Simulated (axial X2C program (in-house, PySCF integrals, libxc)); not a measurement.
# PF: properties at the nuclei

Wanted for PF: properties at the nuclei, at the two-component level.

The runs use an in-house X2C program for linear molecules on PySCF integrals; two-component X2C with atomic mean-field terms, P dyall-av3z, F dyall-av3z.

All values are calculated.

## (1) The job

Input file task.json:

```json
{
 "zs": [
  15,
  9
 ],
 "q": 0,
 "bas": [
  "dyall-av3z",
  "dyall-av3z"
 ],
 "r0": 1.75,
 "levels": [
  "PBE0",
  "HF",
  "B3LYP"
 ],
 "nst": 1,
 "ff": 1,
 "thr": -3.5,
 "nmax": 130,
 "opt": {
  "ecut": 60
 }
}
```

Keys: zs atomic numbers; q charge; bas basis sets; r0 starting distance in Å; levels methods (HF also brings MP2); nst determinants followed; ff finite-field run; thr threshold in hartree for freezing inner shells (an s shell follows its p shell); nmax most natural virtual spinors; ecut virtual cutoff in hartree.

The run is started by

```sh
$ python soeom.py task.json out
```

Nuclei are Gaussian, cores are contracted, and the Gaunt term is on.

## (2) Expectation values, lowest determinant

R = 1.608 Å. State: Ω = 1 (excess of +ω over −ω: ω = -1/2, ω = 3/2).

Output of the PBE0 run:

```text
two-component X2C + atomic mean field  PBE0
basis functions 116  fitting functions 606  grid points 4353
iter        total energy     max residual
   1       -441.855905151     4.29e-06
   2       -441.855905151     3.87e-06
converged
one-electron -700.50497391  Coulomb 247.84028855  exact exchange -8.19416512  xc functional -25.36973256  nuclear repulsion 44.42719122  atomic mean-field constant -0.05451332
```

The highest occupied spinor is 79% P p, 11% F p, 4% F d.

| level | Eeff magnitude (GV/cm) | Ws magnitude P (kHz) | A∥/gI P (MHz) | qzz P (a.u.) | A∥/gI F (MHz) | qzz F (a.u.) | μ (D) |
| --- | --- | --- | --- | --- | --- | --- | --- |
| PBE0 | 0.0446 | 0.0177 | -172 | 1.14 | -14.8 | 1.68 | -0.85 |
| HF | 0.0946 | 0.0378 | -83 | 1.18 | 21 | 1.78 | -1.15 |
| B3LYP | 0.0321 | 0.0127 | -151 | 1.23 | -18.3 | 1.62 | -0.89 |

Eeff is the effective electric field on the electron dipole moment in this Ω state and Ws the scalar–pseudoscalar constant (defined with the proton number Z and per Ω); A∥ is the parallel hyperfine constant, which follows by multiplying with the nuclear g factor gI = μI/(I μN); qzz is the electric field gradient, eQq0 = 234.96 MHz × Q/barn × qzz; μ is positive if F is the positive end. The operators were transformed with the bare-nucleus X2C matrices.

## (3) Finite-field coupled cluster

Output:

```text
two-component X2C + atomic mean field  HF
basis functions 116  fitting functions 606  grid points 4353
iter        total energy     max residual
   1       -441.068667966     7.97e-02
   2       -441.084686345     6.46e-03
   3       -441.085665604     4.43e-03
   4       -441.085908881     1.46e-03
   5       -441.086028705     7.74e-04
   6       -441.086076986     3.57e-04
   7       -441.086085409     1.15e-04
   8       -441.086086364     3.96e-05
   9       -441.086086519     1.63e-05
  10       -441.086086537     4.20e-06
  11       -441.086086538     8.58e-07
converged
one-electron -700.42228785  Coulomb 247.82248824  exact exchange -32.85896483  xc functional 0.00000000  nuclear repulsion 44.42719122  atomic mean-field constant -0.05451332
correlated 12  virtual 198  natural virtual 126  E(MP2) -0.366702622  MP2 remainder -0.003185864
iter   CCSD correlation   residual
   1     -0.365507263   1.23e-01
   2     -0.375488366   5.04e-02
   3     -0.378435476   2.23e-02
   4     -0.378533574   8.60e-03
   5     -0.378744388   4.00e-03
   6     -0.378775364   1.41e-03
   7     -0.378765184   4.75e-04
   8     -0.378771211   1.63e-04
   9     -0.378768712   6.65e-05
  10     -0.378769125   2.38e-05
  11     -0.378768589   1.01e-05
  12     -0.378768512   3.95e-06
  13     -0.378768471   1.67e-06
  14     -0.378768470   7.39e-07
(T) -0.013826930  T1 0.0276  D1 0.0531  max T2 0.075
```

T1 in the output is the amplitude norm over the root of the electron number; divide by √2 for the Lee–Taylor value.

12 electrons correlated in 126 natural virtual spinors, MP2 remainder added; T1 = 0.019.

| level | Eeff magnitude (GV/cm) | Ws magnitude P (kHz) | A∥/gI P (MHz) | qzz P (a.u.) | A∥/gI F (MHz) | μ (D) |
| --- | --- | --- | --- | --- | --- | --- |
| HF | 0.0946 | 0.0378 | -83 | 1.18 | 21 | -1.15 |
| MP2 | 0.0308 | 0.0108 | -115 | 1.17 | -21 | -0.92 |
| CCSD | 0.0335 | 0.0126 | -73.8 | 1.14 | -9.88 | -0.97 |
| CCSD(T) | 0.0277 | 0.0102 | -69.4 | 1.13 | -12.6 | -0.91 |

## (4) Outcome

```
                       quantity                                            value
             lowest determinant  Ω = 1 (excess of +ω over −ω: ω = -1/2, ω = 3/2)
   Eeff magnitude (GV/cm), PBE0                                           0.0446
     Ws magnitude P (kHz), PBE0                                           0.0177
            A∥/gI P (MHz), PBE0                                             -172
             qzz P (a.u.), PBE0                                             1.14
Eeff magnitude (GV/cm), CCSD(T)                                           0.0277
  Ws magnitude P (kHz), CCSD(T)                                           0.0102
         A∥/gI P (MHz), CCSD(T)                                            -69.4
          qzz P (a.u.), CCSD(T)                                             1.13
```

In the first state, the effective field runs from 0.0321 to 0.0946 GV/cm over the mean-field levels, so the levels don't agree on it. The expectation values come from single determinants, which for open shells can mix terms of unlike spin or miss the lowest Ω, so a determinant need not be a state. Eeff is the effective electric field on the electron dipole moment in this Ω state and Ws the scalar–pseudoscalar constant (defined with the proton number Z and per Ω); A∥ is the parallel hyperfine constant, which follows by multiplying with the nuclear g factor gI = μI/(I μN); qzz is the electric field gradient, eQq0 = 234.96 MHz × Q/barn × qzz; μ is positive if F is the positive end. The operators were transformed with the bare-nucleus X2C matrices. Correlation of the inner shells is missing, which matters for properties at the nucleus.
